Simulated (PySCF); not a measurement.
**`C=C=C=CN`, C4H5N**

Geometry:
```json
{"atom": "C1", "x (Å)": "2.598", "y (Å)": "-0.314", "z (Å)": "0.266"}
{"atom": "C2", "x (Å)": "1.328", "y (Å)": "0.024", "z (Å)": "0.299"}
{"atom": "C3", "x (Å)": "0.110", "y (Å)": "0.344", "z (Å)": "0.335"}
{"atom": "C4", "x (Å)": "-1.161", "y (Å)": "0.710", "z (Å)": "0.358"}
{"atom": "N5", "x (Å)": "-2.243", "y (Å)": "-0.131", "z (Å)": "0.317"}
{"atom": "H6", "x (Å)": "2.902", "y (Å)": "-1.354", "z (Å)": "0.269"}
{"atom": "H7", "x (Å)": "3.378", "y (Å)": "0.439", "z (Å)": "0.233"}
{"atom": "H8", "x (Å)": "-1.413", "y (Å)": "1.768", "z (Å)": "0.360"}
{"atom": "H9", "x (Å)": "-2.068", "y (Å)": "-1.105", "z (Å)": "0.504"}
{"atom": "H10", "x (Å)": "-3.106", "y (Å)": "0.219", "z (Å)": "0.695"}
```

Method: quadratic response CAM-B3LYP/def2-TZVPD first hyperpolarisability, Taylor convention, gas phase in PySCF 2.14.0. Geometry: PBE0-D3(BJ)/def2-TZVP.

Question: Give β for the processes computed.

Answer: In au, Taylor convention; the vector part is βᵢ = ⅓ Σⱼ (βᵢⱼⱼ + βⱼᵢⱼ + βⱼⱼᵢ); β∥ is 3/5 of the vector part along the dipole, the dipole points from − to +:
```tsv
process	λ (nm)	β vector norm	β∥	β HRS	depolarisation ratio
static β(0;0,0)	∞	354.9	197.7	141.7	5.72
second harmonic β(−2ω;ω,ω)	1907	394.4	219.8	157.4	5.67
Pockels β(−ω;ω,0)	1907	367.4	204.7	–	–
second harmonic β(−2ω;ω,ω)	1064	511.4	285.4	204.5	5.50
Pockels β(−ω;ω,0)	1064	397.5	221.6	–	–
```

Question: Which lowest excitations, dipole and polarisabilities go with it?

Answer: S1 4.38 eV (f = 0.001); S2 4.75 eV (f = 0.027); S3 4.82 eV (f = 0.518); dipole 2.52 D; isotropic α 74.7 au static, 75.2 au at 1907 nm, 76.5 au at 1064 nm, 76.9 au at 953.5 nm, 83.1 au at 532 nm.
